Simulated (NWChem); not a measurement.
**One shape, several levels: N2H4 (hydrazine)**

We compute a comparison of 5 runs (BLYP/cc-pVTZ, PBE/cc-pVTZ, SVWN5/cc-pVTZ, TPSS/cc-pVTZ, revPBE/cc-pVTZ) of N2H4 (hydrazine). 

The results are computed with NWChem 7.3.0.

### 1 Starting point

N2H4: 6 atoms, total charge 0, spin state singlet. As SMILES, `NN`. The coordinates come from a PBE0-D4/def2-TZVP relaxation. This is one conformer, not always the lowest.

Bond lengths: N1–N2 1.415 Å, N1–H3 1.014 Å, N1–H4 1.011 Å, N2–H5 1.014 Å, N2–H6 1.011 Å. Angles: N1–N2–H5 112.7°, N1–N2–H6 108.2°, N2–N1–H3 112.7°, N2–N1–H4 108.2°, H5–N2–H6 108.3°, H3–N1–H4 108.3°.

### 2 Energy and gradient at BLYP/cc-pVTZ (run 1)

h4n2.nw

```
start h4n2
memory total 2200 mb
charge 0

geometry units angstroms noautosym nocenter noautoz
  N       -0.135100      -0.701700       0.195900
  N        0.447300       0.583800       0.089900
  H       -1.076200      -0.737600      -0.180500
  H        0.438700      -1.352200      -0.322700
  H        0.103900       1.104700      -0.709700
  H        0.221500       1.102900       0.927100
end

basis "ao basis" spherical bse
  * library cc-pVTZ
end

dft
  xc becke88 lyp
  mult 1
  grid fine
  convergence energy 1e-08
  iterations 100
  mulliken
end

task dft gradient
```

Command:

```bash
$ nwchem h4n2.nw > h4n2.out
```

Standard output:

```text
[...]
          Wavefunction type:  closed shell.
          No. of atoms     :     6
          No. of electrons :    18
[...]
          Charge           :     0
          Spin multiplicity:     1
[...]
          AO basis - number of functions:   116
[...]
              XC Information
              --------------
                    Becke 1988 Exchange Functional  1.000
              Lee-Yang-Parr Correlation Functional  1.000
[...]
 d= 0,ls=0.0,diis     1   -111.8348980752 -1.54D+02  6.42D-03  5.13D-01     2.2
[...]
 d= 0,ls=0.0,diis     8   -111.8721751094  4.00D-10  5.19D-07  9.68D-09    16.5
         Total DFT energy =     -111.872175109356
      One electron energy =     -234.013317401617
           Coulomb energy =       95.601753311837
    Exchange-Corr. energy =      -15.294325065977
 Nuclear repulsion energy =       41.833714046401
[...]
  wavefunction    = closed shell
                         DFT ENERGY GRADIENTS
    atom               coordinates                        gradient
                 x          y          z           x          y          z
   1 N      -0.255302  -1.326021   0.370197    0.004691   0.012961  -0.008610
   2 N       0.845274   1.103222   0.169886   -0.012861  -0.009876   0.001125
   3 H      -2.033723  -1.393862  -0.341096    0.006974   0.001298   0.003140
   4 H       0.829023  -2.555287  -0.609815   -0.003130   0.004734   0.003984
   5 H       0.196343   2.087580  -1.341139    0.002479  -0.004869   0.005514
   6 H       0.418574   2.084179   1.751965    0.001846  -0.004249  -0.005151
[...]
```

Wall time 23 s (1 thread of Intel Xeon Platinum 8488C (Sapphire Rapids), shared host); peak memory 0.13 GiB.

### 3 Energy and forces at PBE/cc-pVTZ (run 2)

h4n2.nw

```
start h4n2
memory stack 880 mb heap 220 mb global 1100 mb

geometry units angstroms noautosym nocenter noautoz
N    -0.135100   -0.701700    0.195900
N     0.447300    0.583800    0.089900
H    -1.076200   -0.737600   -0.180500
H     0.438700   -1.352200   -0.322700
H     0.103900    1.104700   -0.709700
H     0.221500    1.102900    0.927100
end

basis spherical bse
N library cc-pVTZ
H library cc-pVTZ
end

dft
xc xpbe96 cpbe96
grid fine
convergence energy 1e-08
maxiter 100
mulliken
end

task dft gradient
```

Command:

```bash
$ nwchem h4n2.nw > h4n2.out
```

Standard output:

```text
[...]
          Wavefunction type:  closed shell.
          No. of atoms     :     6
          No. of electrons :    18
[...]
          Charge           :     0
          Spin multiplicity:     1
[...]
          AO basis - number of functions:   116
[...]
              XC Information
              --------------
          PerdewBurkeErnzerhof Exchange Functional  1.000
            Perdew 1991 LDA Correlation Functional  1.000 local
           PerdewBurkeErnz. Correlation Functional  1.000 non-local
[...]
 d= 0,ls=0.0,diis     1   -111.7442728525 -1.54D+02  6.14D-03  4.28D-01     2.2
[...]
 d= 0,ls=0.0,diis     8   -111.7757089838  1.50D-10  4.72D-07  6.79D-09    15.5
         Total DFT energy =     -111.775708983799
      One electron energy =     -233.982025818481
           Coulomb energy =       95.558593232574
    Exchange-Corr. energy =      -15.185990444294
 Nuclear repulsion energy =       41.833714046401
[...]
  wavefunction    = closed shell
                         DFT ENERGY GRADIENTS
    atom               coordinates                        gradient
                 x          y          z           x          y          z
   1 N      -0.255302  -1.326021   0.370197    0.001667   0.004940  -0.008775
   2 N       0.845274   1.103222   0.169886   -0.009985  -0.001799   0.001154
   3 H      -2.033723  -1.393862  -0.341096    0.006813   0.000984   0.003285
   4 H       0.829023  -2.555287  -0.609815   -0.003429   0.004443   0.004251
   5 H       0.196343   2.087580  -1.341139    0.002732  -0.004589   0.005452
   6 H       0.418574   2.084179   1.751965    0.002202  -0.003979  -0.005367
[...]
```

Run time: 22 s. Hardware: 1 thread of Intel Xeon Platinum 8488C (Sapphire Rapids), shared host; peak memory 0.13 GiB.

Runs 3 to 4 aren't shown in full; the table further down has their settings and results.

### 4 Energy and gradient at revPBE/cc-pVTZ (run 5)

h4n2.xyz

```xyz
6

N     -0.135100    -0.701700     0.195900
N      0.447300     0.583800     0.089900
H     -1.076200    -0.737600    -0.180500
H      0.438700    -1.352200    -0.322700
H      0.103900     1.104700    -0.709700
H      0.221500     1.102900     0.927100
```

h4n2.nw

```
start h4n2
memory stack 880 mb heap 220 mb global 1100 mb
charge 0

geometry units angstrom noautosym nocenter noautoz
   load h4n2.xyz
end

basis "ao basis" spherical bse
   * library cc-pVTZ
end

dft
   xc revpbe cpbe96
   grid fine
   convergence energy 1e-08
   maxiter 100
   mulliken
   noprint "final vectors analysis"
end

task dft gradient
```

Command:

```bash
$ nwchem h4n2.nw > h4n2.out
```

Standard output:

```text
[...]
          Wavefunction type:  closed shell.
          No. of atoms     :     6
          No. of electrons :    18
[...]
          Charge           :     0
          Spin multiplicity:     1
[...]
          AO basis - number of functions:   116
[...]
              XC Information
              --------------
                        RevPBE Exchange Functional  1.000
            Perdew 1991 LDA Correlation Functional  1.000 local
           PerdewBurkeErnz. Correlation Functional  1.000 non-local
[...]
 d= 0,ls=0.0,diis     1   -111.8473980657 -1.54D+02  6.01D-03  3.85D-01     2.8
[...]
 d= 0,ls=0.0,diis     8   -111.8784996704 -5.32D-11  3.88D-07  3.80D-09    17.3
         Total DFT energy =     -111.878499670440
      One electron energy =     -233.976548818312
           Coulomb energy =       95.561711780735
    Exchange-Corr. energy =      -15.297376679264
 Nuclear repulsion energy =       41.833714046401
[...]
  wavefunction    = closed shell
                         DFT ENERGY GRADIENTS
    atom               coordinates                        gradient
                 x          y          z           x          y          z
   1 N      -0.255302  -1.326021   0.370197    0.003160   0.008276  -0.010259
   2 N       0.845274   1.103222   0.169886   -0.012613  -0.004706   0.001597
   3 H      -2.033723  -1.393862  -0.341096    0.007229   0.001156   0.003736
   4 H       0.829023  -2.555287  -0.609815   -0.003482   0.004672   0.004798
   5 H       0.196343   2.087580  -1.341139    0.003087  -0.005052   0.005708
   6 H       0.418574   2.084179   1.751965    0.002619  -0.004346  -0.005580
[...]
```

Run time: 25 s. Hardware: 1 thread of Intel Xeon Platinum 8488C (Sapphire Rapids), shared host; peak memory 0.13 GiB.

### 5 All runs side by side

```
run           level  energy (Eh)  dipole moment (D)  HOMO energy (eV)  LUMO energy (eV)  wall time
  1    BLYP/cc-pVTZ  -111.872175               1.82             -5.32              0.30       23 s
  2     PBE/cc-pVTZ  -111.775709               1.83             -5.42              0.39       22 s
  3   SVWN5/cc-pVTZ  -110.993527               1.90                 –                 –       17 s
  4    TPSS/cc-pVTZ  -111.923022               1.84             -5.55              0.64       28 s
  5  revPBE/cc-pVTZ  -111.878500               1.81                 –                 –       25 s
```

### 6 Results

| quantity | value |
| --- | --- |
| run 5: total energy | -111.87850 Eh |
| run 5: dipole moment | 1.81 D |
| run 5: largest force on an atom | 0.697 eV/Å |

**Reading.** The dipole moment (its size) runs from 1.81 D (revPBE/cc-pVTZ) to 1.90 D (SVWN5/cc-pVTZ). Over runs 1, 2, 4 the HOMO–LUMO gap runs from 5.63 eV (BLYP/cc-pVTZ) to 6.19 eV (TPSS/cc-pVTZ). Totals of different functionals can't be ranked against each other. All runs together took 1.9 min, the longest 28 s.
